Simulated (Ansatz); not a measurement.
# AlSiH3 (triplet): wave-function methods side by side at a displaced geometry (v1), cc-pVDZ

One table from this session's results is given with a row withheld; the runs are named, their logs left out.

Computed with Ansatz 0.2.0, Gaussian basis. Level: cc-pVDZ, core rule «outside noble gas», up to 10 orbitals frozen.

Plan: UHF; CCSD(T) on ROHF; CCSD(T) on UHF; BCCD(T) on ROHF; CISD as a restricted active space (open shells left free, so some higher excitations enter); CCSDT(Q) on ROHF; CCSDT(Q) on UHF.

25 further runs of the same task are left out: 2 for a known fault of the program, 8 that didn't finish, 15 set aside as unsound or not needed. Runs told in other sessions of the task aren't counted.

## The geometry

The geometry is a PBE0/def2-TZVP stationary point (not a proven minimum) with its atoms shifted at random (size 0.040 Å).

5 atoms, charge 0, spin multiplicity 3.

Atoms are counted from 1 here; the program's logs count them from 0.

Bond lengths: Si1–Al2 2.396 Å, Si1–H3 1.498 Å, Si1–H4 1.491 Å, Al2–H5 1.648 Å. Angles: Al2–Si1–H3 126.6°, Al2–Si1–H4 120.6°, H3–Si1–H4 112.8°, Si1–Al2–H5 119.8°.

Set-up of the first run:

Input file in.yaml:

```yaml
crystal:
  periodic: [false, false, false]
  atoms:
    - {symbol: Si, position_ang: [0.002236, 0.056884, 1.138688]}
    - {symbol: Al, position_ang: [0.001402, -0.111641, -1.251121]}
    - {symbol: H, position_ang: [0.049366, 1.318270, 1.945153]}
    - {symbol: H, position_ang: [-0.053410, -1.168181, 1.986567]}
    - {symbol: H, position_ang: [-0.095795, 1.253394, -2.169171]}
basis:
  gaussian: {orbitals: cc-pVDZ}
magnetization: {spin_polarized: true, initial_magnetization: 2}
hamiltonian: {xc: hf}
output: {orbitals: {seedname: orbitals}}
```

The run is started by

```console
$ ansatz run in.yaml --threads 1 --pin off --events-out ev --progress --plain --max-ram 2393MiB
```

Steps of the session up to this table: UHF; CCSD(T) on ROHF; CCSD(T) on UHF; BCCD(T) on ROHF; CISD as a restricted active space (open shells left free, so some higher excitations enter); CCSDT(Q) on ROHF; CCSDT(Q) on UHF.

One of the session's tables, all rows but one given; the rest of the session is left out.

```
   method  from UCCSDT(Q) (kJ/mol)
     ROHF                   +475.7
      UHF                   +465.4
     RMP2                   +113.2
     UMP2                   +114.6
     CISD                    +49.1
    RCCSD                    +16.4
    UCCSD                        ?
 RCCSD(T)                     +3.9
 UCCSD(T)                     +3.9
  BCCD(T)                     +3.9
   RCCSDT                     +0.6
   UCCSDT                     +0.6
RCCSDT(Q)                     +0.1
UCCSDT(Q)                        0
```

**Question.** Estimate the row for UCCSD.

The run gave: from UCCSDT(Q) (kJ/mol): +16.1. In the column «from UCCSDT(Q) (kJ/mol)» it lies between BCCD(T) (+3.9) and RCCSD (+16.4).

Limits of these values: Restricted and unrestricted rows rest on different reference determinants; a gap between their highest levels can come from leftover correlation error, from unlike frozen cores or from another state.
